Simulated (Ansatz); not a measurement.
`COC(O)O` + `NO` → `CON` + `OC(O)O`  (substitution at a C–O bond)

Computed with Ansatz on PBE0-D4/def2-TZVP structures; ΔE is electronic, products minus reactants. CCSD(T)/CBS is the MP2 limit (def2-TZVPP, def2-QZVPP) plus CCSD(T) − MP2 in def2-TZVPP, frozen cores. This one scheme is used for every species. Functionals use def2-TZVPP. B3LYP here is the variant with VWN-RPA as its local correlation; programs differ in this. HSE06 is defined as in plane-wave codes. Each species was taken in one conformer, which may not be the lowest.

```tsv
level	ΔE (kJ/mol)	difference from CCSD(T)/CBS
LDA (SPW92)	-4.2	-1.7
revPBE-D4	-3.7	-1.2
r2SCAN-D4	-4.3	-1.8
B97M-V	-4.4	-1.9
r2SCANh-D4	-4.0	-1.5
BHLYP-D4	-3.3	-0.8
PBE-QIDH	-3.5	-1.0
BLYP	-7.0	-4.5
B3LYP	-5.9	-3.4
HSE06	-4.9	-2.4
CAM-B3LYP	-5.1	-2.6
LC-ωPBE	-3.7	-1.2
CCSD/def2-SVP	-3.8	-1.3
CCSD(T)/def2-SVP	-3.5	-1.0
MP2/def2-TZVPP	-2.8	-0.3
CCSD/def2-TZVPP	-2.8	-0.3
CCSD(T)/CBS	-2.5	0
```

Problem. What do rigid-rotor, harmonic-oscillator terms from PBE0-D4/def2-TZVP frequencies (298.15 K, 1 bar) make of the CCSD(T)/CBS value? (Estimate.)

Solution. Computed: ΔZPE = -1.0 kJ/mol, ΔH = -3.8 kJ/mol, ΔS = 7 J/(mol·K), ΔG = -5.8 kJ/mol.

Largest T1 diagnostic among the species: 0.011.

Leaving LDA and LC-ωPBE aside and taking each functional with its dispersion term where it has one, the values, not all of them listed here, spread over 1.8 kJ/mol, from B2PLYP to ωB97X-V.

CCSD(T)/CBS has its own doubt, a few kJ/mol and more with outer-core shells, so smaller differences from it don't rank the levels.
